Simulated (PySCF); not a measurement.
**How methods differ on the ionisation energy of N**

N [He] 2s2 2p3 (4S) → N⁺ [He] 2s2 2p2 (3P), as a difference of total energies. Computed with PySCF 2.14 in dyall-acv3z, with no relativity, point nucleus. Correlated levels: valence: 1s2 frozen; virtual orbitals above 40 to 60 times the deepest correlated orbital energy dropped. The calculations carry no spin-orbit coupling.

| method | ionisation energy (eV) | error (eV) |
| --- | --- | --- |
| UHF | 13.896 | -0.649 |
| MP2 (valence) | 14.586 | +0.041 |
| SCS-MP2 (valence) | 14.327 | -0.218 |
| CCSD (valence) | 14.445 | -0.100 |
| CCSD(T) (valence) | 14.472 | -0.073 |

Reference: 14.545 eV (measured; NIST levels, between the centres of gravity of the two terms).

Errors of the correlated levels include the incompleteness of this basis and the frozen core.
